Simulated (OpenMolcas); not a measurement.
## A ladder of methods for C2H6Si (SMILES CC[SiH])

The species is C2H6Si (9 atoms), meant as a singlet with charge 0. As SMILES, `CC[SiH]`. The coordinates come from a PBE0-D4/def2-TZVP relaxation. This is one conformer, not always the lowest.

Quantity: the HOMO–LUMO gap, in eV. The values are calculated.

| level | kind | program | value (eV) | CPU time |
| --- | --- | --- | --- | --- |
| HF/cc-pVDZ | Hartree–Fock | OpenMolcas | 9.45 | 5.7 s |
| SVWN5/cc-pVDZ | LDA | OpenMolcas | 1.69 | 22 s |
| BLYP/cc-pVDZ | GGA | OpenMolcas | 1.85 | 31 s |
| PBE/cc-pVDZ | GGA | OpenMolcas | 1.82 | 31 s |
| B3LYP/cc-pVDZ | global hybrid | OpenMolcas | 3.39 | 30 s |
| M06-2X/cc-pVDZ | hybrid meta-GGA | OpenMolcas | 5.63 | 39 s |
| PBE0/cc-pVDZ | global hybrid | OpenMolcas | 3.75 | 29 s |
| B2PLYP/cc-pVDZ | double hybrid | OpenMolcas | 5.91 | 21 s |

The values span 1.69 to 9.45 eV. Orbital gaps aren't excitation energies, and those of double hybrids come from the SCF part alone; they tend to grow with the share of exact exchange. Times are those of the runs behind each value, whatever else they computed, on shared processors of several kinds: orders of magnitude only.
